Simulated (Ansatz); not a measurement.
CHClF$_{2}$O (`OC(F)(F)Cl`). Total charge 0; spin multiplicity 1. Geometry: relaxed with PBE0-D4/def2-TZVP. It is one conformer, not always the lowest.

```xyz
6

O    -0.683    0.625   -0.608
C     0.064   -0.206    0.136
F     0.477    0.382    1.271
F     1.182   -0.579   -0.511
Cl   -0.886   -1.630    0.527
H    -0.153    1.407   -0.815
```

**Question.** What is the dipole moment at B3LYP/def2-TZVPP? (Estimate.)

**Answer.** The calculation gave: 1.63 D, with components (0.22, 1.46, -0.69) D in this frame, pointing from negative to positive charge.

**Question.** And with PBE, r2SCAN, ωB97M-V? (An estimate is asked.)

**Answer.** The calculation gave: PBE 1.67 D, r2SCAN 1.73 D, ωB97M-V 1.64 D.

**Question.** Give the Mulliken charges with B3LYP, PBE, r2SCAN in def2-TZVPP. (Estimate.)

**Answer.** Computed: 
```json
{"atom": "O1", "B3LYP": "-0.25", "PBE": "-0.22", "r2SCAN": "-0.27"}
{"atom": "C2", "B3LYP": "0.44", "PBE": "0.32", "r2SCAN": "0.45"}
{"atom": "F3", "B3LYP": "-0.17", "PBE": "-0.13", "r2SCAN": "-0.16"}
{"atom": "F4", "B3LYP": "-0.17", "PBE": "-0.13", "r2SCAN": "-0.16"}
{"atom": "Cl5", "B3LYP": "-0.07", "PBE": "-0.07", "r2SCAN": "-0.08"}
{"atom": "H6", "B3LYP": "0.21", "PBE": "0.22", "r2SCAN": "0.23"}
```

B3LYP here is the variant with VWN-RPA as its local correlation; programs differ in this.
